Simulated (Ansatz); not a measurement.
**One shape, several levels: triplet Si2H6**

We compute a comparison of 6 runs (UB2PLYP/aug-cc-pVDZ, UHSE06/aug-cc-pVDZ, UPBE/aug-cc-pVDZ, USVWN5/aug-cc-pVDZ, RPA@PBE/aug-cc-pVDZ, UCCSD(T)/aug-cc-pVDZ) of triplet Si2H6. 

The results are computed with Ansatz 0.2.0.

35 further runs of the same task are left out: 7 that didn't finish, 28 set aside as unsound or not needed. Runs told in other sessions of the task aren't counted.

### 1 Starting point

Si2H6 has 8 atoms, charge 0, and is taken as a triplet. As SMILES of the parent species, `[SiH3][SiH3]`. The shape is that of a PBE0-D4/def2-TZVP optimisation. That shape belongs to the parent species and isn't relaxed for this state.

Bond lengths: Si1–Si2 2.338 Å, Si1–H3 1.488 Å, Si1–H4 1.488 Å, Si1–H5 1.488 Å, Si2–H6 1.488 Å, Si2–H7 1.488 Å, Si2–H8 1.488 Å. Some angles: Si1–Si2–H6 110.3°, Si1–Si2–H7 110.3°, Si1–Si2–H8 110.3°, Si2–Si1–H3 110.3°, Si2–Si1–H4 110.3°, Si2–Si1–H5 110.3°, H6–Si2–H7 108.7°, H6–Si2–H8 108.7°, H7–Si2–H8 108.7°, H3–Si1–H4 108.7°.

### 2 The energy at UB2PLYP/aug-cc-pVDZ (run 1)

The input, run.yaml:

```yaml
basis:
  gaussian: {orbitals: aug-cc-pVDZ}
crystal:
  periodic: [false, false, false]
  atoms:
    - {symbol: Si, position_ang: [-0.340500, 0.490200, -1.004900]}
    - {symbol: Si, position_ang: [0.363500, -0.504400, 0.991000]}
    - {symbol: H, position_ang: [0.833900, 0.948200, -1.794900]}
    - {symbol: H, position_ang: [-1.112900, -0.483900, -1.821900]}
    - {symbol: H, position_ang: [-1.208000, 1.664100, -0.717900]}
    - {symbol: H, position_ang: [1.139000, 0.468600, 1.806300]}
    - {symbol: H, position_ang: [1.228100, -1.680500, 0.704000]}
    - {symbol: H, position_ang: [-0.811000, -0.959200, 1.782600]}
magnetization: {spin_polarized: true, initial_magnetization: 2}
hamiltonian: {xc: {name: B2PLYP}}
correlation: {frozen_orbitals: {H: 0, Si: 5}}
accuracy: high
output: {orbitals: {seedname: orbitals}}
```

Launch:

```
$ ansatz run run.yaml --threads 1 --pin off --max-ram 3480MiB --events-out events.jsonl --progress --plain --runs-dir runs
```

Log:

```text
Warning: RAYON_NUM_THREADS=1 ignored (pool sized by the plan → 1); use --threads N
Functional definition: B2PLYP
  name "B2PLYP"
  parameter a = 0.53
  parameter c = 0.27
  exchange = (1 - a)*b88_x + a*exact_x
  correlation = (1 - c)*lyp_c + c*(mp2_os + mp2_ss)
2209 factors; integrals over basis functions are off by at most 3.3e-9 eV
mean field evaluation 1: about -15835.6442 eV, gradient 6.3e0 eV
mean field evaluation 2: about -15835.6459 eV, gradient 6.3e0 eV
mean field evaluation 4: about -15836.1256 eV, gradient 5.8e-1 eV
mean field evaluation 8: about -15836.1333 eV, gradient 2.7e-2 eV
mean field evaluation 16: about -15836.2076 eV, gradient 9.5e-1 eV
mean field evaluation 32: about -15836.4499 eV, gradient 2.9e-4 eV
mean field evaluation 64: about -15836.4500 eV, gradient 1.0e-3 eV
mean field evaluation 96: about -15836.4497 eV, gradient 1.1e-2 eV
mean field -15836.44998044 eV, -581.9788024498 hartree, gradient 2.7e-8 eV, S^2 2.007958; 12 other end points of the search recorded, 0 dependent functions left out
10 core orbitals not correlated: weight in the atoms' cores, before any rotation towards them, 1.000 or more for the frozen orbitals, at most 0.000 for the correlated occupied ones
reference -15836.45001838 eV, -581.9788038440 hartree; 8, 6 occupied and 90, 92 virtual orbitals, 2209 factors
second order -7.35868765 eV of doubles, -0.00000000 eV of singles
Total energy: -15838.43686404 eV, -582.0518190755 hartree
```

Wall time 4.2 min (1 thread of Arm Neoverse V1, shared host); peak memory 0.54 GiB.

### 3 The energy at UHSE06/aug-cc-pVDZ (run 2)

The input, input.yaml:

```yaml
crystal:
  periodic: [false, false, false]
  atoms:
    - {symbol: Si, position_ang: [-0.340500, 0.490200, -1.004900]}
    - {symbol: Si, position_ang: [0.363500, -0.504400, 0.991000]}
    - {symbol: H, position_ang: [0.833900, 0.948200, -1.794900]}
    - {symbol: H, position_ang: [-1.112900, -0.483900, -1.821900]}
    - {symbol: H, position_ang: [-1.208000, 1.664100, -0.717900]}
    - {symbol: H, position_ang: [1.139000, 0.468600, 1.806300]}
    - {symbol: H, position_ang: [1.228100, -1.680500, 0.704000]}
    - {symbol: H, position_ang: [-0.811000, -0.959200, 1.782600]}
basis:
  gaussian:
    orbitals: aug-cc-pVDZ
magnetization:
  spin_polarized: true
  initial_magnetization: 2
hamiltonian:
  xc: hse06
accuracy: high
output: {orbitals: {seedname: orbitals}}
```

Launch:

```
$ ansatz run input.yaml --threads 1 --pin off --max-ram 3480MiB --events-out events.jsonl --progress --plain --runs-dir runs
```

Log (excerpt; [...] marks lines left out):

```text
Warning: RAYON_NUM_THREADS=1 ignored (pool sized by the plan → 1); use --threads N
Functional definition: HSE06
  name "HSE06"
[...]
2209 factors; integrals over basis functions are off by at most 3.3e-9 eV
160 factors; integrals over basis functions are off by at most 1.5e-9 eV
[...]
mean field -15838.73282264 eV, -582.0626953535 hartree, gradient 6.9e-8 eV, S^2 2.005717; 17 other end points of the search recorded, 0 dependent functions left out
reference -15838.73283152 eV, -582.0626956797 hartree; 18, 16 occupied and 90, 92 virtual orbitals, 2209 factors
Total energy: -15838.73283152 eV, -582.0626956797 hartree
```

It took 4.3 min on 1 thread of Arm Neoverse V1, shared host; peak memory 0.66 GiB.

Runs 3 to 5 aren't shown in full; the table further down has their settings and results.

### 4 A single-point energy at UCCSD(T)/aug-cc-pVDZ (run 6)

The input, molecule.yaml:

```yaml
crystal:
  periodic: [false, false, false]
  atoms:
    - {symbol: Si, position_ang: [-0.340500, 0.490200, -1.004900]}
    - {symbol: Si, position_ang: [0.363500, -0.504400, 0.991000]}
    - {symbol: H, position_ang: [0.833900, 0.948200, -1.794900]}
    - {symbol: H, position_ang: [-1.112900, -0.483900, -1.821900]}
    - {symbol: H, position_ang: [-1.208000, 1.664100, -0.717900]}
    - {symbol: H, position_ang: [1.139000, 0.468600, 1.806300]}
    - {symbol: H, position_ang: [1.228100, -1.680500, 0.704000]}
    - {symbol: H, position_ang: [-0.811000, -0.959200, 1.782600]}
basis:
  gaussian: {orbitals: aug-cc-pVDZ}
correlation: {method: ccsd_t, frozen_orbitals: {H: 0, Si: 5}}
accuracy: high
magnetization: {spin_polarized: true, initial_magnetization: 2}
scf: {omitted_lower_state_checks: [cluster_reference, increment]}
```

Launch:

```
$ ansatz run molecule.yaml --threads 1 --pin off --max-ram 3480MiB --events-out events.jsonl --progress --plain --runs-dir runs
```

Log:

```text
Warning: RAYON_NUM_THREADS=1 ignored (pool sized by the plan → 1); use --threads N
[... 16 lines left out ...]
10 core orbitals not correlated: weight in the atoms' cores, before any rotation towards them, 1.000 or more for the frozen orbitals, at most 0.000 for the correlated occupied ones
[... 69 lines left out ...]
Total energy: -15819.98255095 eV, -581.3736355781 hartree
Checks for a lower state left out: cluster_reference, increment
```

Wall time 2.5 min (1 thread of Arm Neoverse V1, shared host); peak memory 1.6 GiB.

### 5 All runs side by side

```csv
run,level,frozen core orbitals,energy (Eh),HOMO energy (eV),⟨S²⟩,wall time
1,UB2PLYP/aug-cc-pVDZ,10,-582.051819,-2.66,2.008,4.2 min
2,UHSE06/aug-cc-pVDZ,–,-582.062696,-1.78,2.006,4.3 min
3,UPBE/aug-cc-pVDZ,–,-582.014755,-1.43,2.004,2.5 min
4,USVWN5/aug-cc-pVDZ,–,-579.939562,-1.41,2.003,68 s
5,RPA@PBE/aug-cc-pVDZ,10,-581.546177,–,2.004,2.6 min
6,UCCSD(T)/aug-cc-pVDZ,10,-581.373636,–,2.013,2.5 min
```

### 6 What came out

| quantity | value |
| --- | --- |
| run 6: total energy | -581.37364 Eh |
| run 6: correlation energy (10 core orbitals frozen) | -275.3 mEh |
| run 6: (T) correction | -7.40 mEh |
| run 6: ⟨S²⟩ of the reference determinant | 2.013 |
| run 6: T1 diagnostic | 0.019 |

**Reading.** Totals of different functionals can't be ranked against each other. All runs together took 17 min, the longest 4.3 min.
